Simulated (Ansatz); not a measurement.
**AlSiH₄, doublet: from triple and quadruple zeta to the limit**

```yaml
atoms:
  - { symbol: Al, position_ang: [-1.7281, 0.0252, 0.0000] }
  - { symbol: H, position_ang: [-2.5210, 1.3986, 0.0000] }
  - { symbol: H, position_ang: [-2.5210, -1.3482, 0.0000] }
  - { symbol: H, position_ang: [-0.0091, 0.0252, 0.0000] }
  - { symbol: Si, position_ang: [1.7639, 0.0252, 0.0000] }
  - { symbol: H, position_ang: [2.1603, -1.4543, 0.0000] }
```

Connectivity, by distances: AlH2 ··· SiH, 1 bridging H.

Ansatz 0.2.0, UHF determinant, valence electrons correlated. Energies in eV.

```
       set  X  functions  Hartree–Fock  MP2 correlation  CCSD(T) correlation                                                                                                  time
def2-TZVPP  3        140   -14505.6976          -5.1079              -6.5363   8 s on 1 × NVIDIA H100 80GB HBM3 with 1 thread of AMD EPYC 7R13 Processor (Zen 3), on a shared host
def2-QZVPP  4        260   -14506.1369          -5.4582              -6.8107  17 s on 1 × NVIDIA H100 80GB HBM3 with 1 thread of AMD EPYC 7R13 Processor (Zen 3), on a shared host
```

Hartree–Fock is taken to follow E(X) = E∞ + A·exp(−7.88·√X), correlation E(X) = E∞ + B·X^−2.97.

Problem. Work out the CCSD(T) energy at the limit, and how far the shortcut misses it that extrapolates MP2 and adds CCSD(T) minus MP2 from the smaller set.

Solution. Hartree–Fock: E∞ = E4 + 0.1377·(E4 − E3) = -14506.1974. Correlation: E∞ = E4 + 0.7407·(E4 − E3) = -7.0139 for CCSD(T) and -5.7176 for MP2. The limit is -14513.2113 eV, 0.264 eV below def2-QZVPP. The shortcut gives a correlation energy of -5.7176 + (-1.4284) = -7.1460, 132 meV lower than the direct value.

Past Ne part of the Hartree–Fock step between the two sets comes from the cores, which don't follow the formula, so the 61 meV that it adds to the total can overshoot; that part largely cancels in differences.
